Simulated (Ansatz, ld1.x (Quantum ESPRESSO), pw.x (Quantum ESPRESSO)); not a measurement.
Equation-of-state test of one TM potential (tungsten (W))

```
Element                 : tungsten
Generator               : ld1.x (Quantum ESPRESSO) 7.5
Type                    : norm-conserving Troullier–Martins (Kleinman–Bylander form)
Functional              : PBE
Relativity              : scalar-relativistic
Frozen core             : [Xe] 4f14
Valence charge          : 6
Reference configuration : 5d4.5 6s1.5 6p0
Partial waves           : 6p (bound, empty): rc 3.85 bohr; 5d (bound): rc 1.90 bohr; 6s (bound): rc 2.10 bohr
Local potential         : the s channel
Core correction         : Bessel-smoothed model core, default radius (core density twice the valence density)
```

Atomic tests: cutoffs needed: 30 Ry and 40 Ry (the cutoffs (Ry, on a coarse ladder) from which the occupation-weighted sum of valence levels, in a spherical-Bessel basis at the reference potential, stays within 10 and 1 mRy of its value at 400 Ry); ghost test: no extra level below or beside the all-electron valence levels (p, d, s, f tested) (spherical-Bessel basis up to 400 Ry, 20 bohr box); largest excitation error: -292 meV (all-electron minus pseudo) for 5d3 6s0 6p0, out of 7 test configurations.

Crystal test: bcc W in pw.x 7.5, no spin, 14³ k-points, Fermi–Dirac smearing 0.01 Ry, cutoffs 50/200 Ry. The reference is all-electron LAPW (Ansatz 0.2.0) with the same functional, mesh and smearing; V0 and B0 come from Birch–Murnaghan fits to the pressures at five volumes. Errors are pseudo minus all-electron; Δ is the rms difference of the E(V) curves that follow from these fits, minima aligned, over ±6 % about the mean V0. Mesh and smearing are coarse, so the numbers serve the comparison and aren't converged zero-temperature values; the lattice is a test structure that the element need not adopt.

All-electron: a0 = 3.184 Å (V0 = 16.15 Å³/atom), B0 = 300.6 GPa.

Problem. How far does the potential miss the all-electron equation of state?

Solution. mean pressure error (GPa): +3.86; a0 (Å): 3.198; a0 error (%): +0.41; B0 error (%): -0.5; Δ (meV/atom): 13.2. The largest radius (3.85 bohr) exceeds half the bond length (2.60 bohr), so the spheres overlap, which is one possible source of error among others.

```
V (Å³/atom)  P all-electron (GPa)  P pseudo (GPa)
     15.323                 17.51           22.15
     15.727                  8.35           12.54
     16.130                  0.30            4.10
     16.533                 -6.79           -3.32
     16.936                -13.02           -9.84
```

Problem. At the middle volume, how do free energy and pressure move when the wave cutoff is lowered (ecutrho kept at four times it)?

Solution.

```csv
cutoff (Ry),shift of F (meV/atom),shift of P (GPa)
22,+1025.2,-41.24
30,+61.2,-4.29
40,+3.9,+0.22
```

The run at the middle volume (104 k-points, 7 iterations) took about 5.3 s on one core of a shared host (Neoverse-V2, 96 threads, 742 GiB, load 27).
